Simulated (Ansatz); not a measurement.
`O=CC(O)S` and `O=CCS` differ in one atom or group.

Ansatz, PBE0-D4/def2-TZVP geometries, multiplicity 1. Each molecule was computed in one conformer, which needn't be the lowest.

```json
{"property": "HOMO–LUMO gap (ωB97M-V/def2-TZVPP) / eV", "`O=CC(O)S`": "10.63"}
{"property": "size of the dipole moment (PBE/def2-TZVPP) / D", "`O=CC(O)S`": "1.19"}
{"property": "HOMO energy (PBE/def2-TZVPP) / eV", "`O=CC(O)S`": "-6.30"}
{"property": "zero-point energy (PBE0-D4/def2-TZVP) / kJ/mol", "`O=CC(O)S`": "161.2"}
{"property": "LUMO energy (PBE/def2-TZVPP) / eV", "`O=CC(O)S`": "-2.56"}
{"property": "HOMO–LUMO gap (PBE/def2-TZVPP) / eV", "`O=CC(O)S`": "3.74"}
```

(1) What does the change do to each property? (An estimate is asked.)

## Answers

(1) The calculation gave: 
```
                                      property  `O=CCS`  shift
       HOMO–LUMO gap (ωB97M-V/def2-TZVPP) / eV    10.54  -0.09
size of the dipole moment (PBE/def2-TZVPP) / D     2.56   1.37
             HOMO energy (PBE/def2-TZVPP) / eV    -5.75   0.55
zero-point energy (PBE0-D4/def2-TZVP) / kJ/mol    146.6  -14.6
             LUMO energy (PBE/def2-TZVPP) / eV    -2.30   0.26
           HOMO–LUMO gap (PBE/def2-TZVPP) / eV     3.45  -0.29
```

With PBE0 the HOMO rises by 0.58 eV and the LUMO rises by 0.38 eV, so the gap narrows by about 0.20 eV. PBE moves the HOMO by 0.55 eV and ωB97M-V by 0.57 eV. The zero-point energy changes by -14.6 kJ/mol with -3 modes. Dipoles are sizes alone; their direction can turn.
